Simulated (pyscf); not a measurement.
PySCF, gas phase, ωB97X-D3(BJ)/def2-SVP geometries.

**Question.** How much does it cost (ΔH, 298 K, ωB97M-D3(BJ)/def2-TZVP) to split H₃C–N(CH₃)–SiH₃ (SMILES CN(C)[SiH3]) at its H–Si bond into H₃C–N(CH₃)–SiH₂• + H•?

**Answer.** H–Si to H₃C–N(CH₃)–SiH₂• + H•: 3.87 eV. The 7 functionals that were run give +3.53 (PBE) to +3.87 eV (ωB97M-D3(BJ)). Other isomers of H₃C–N(CH₃)–SiH₂• were not searched in full and may lie lower.
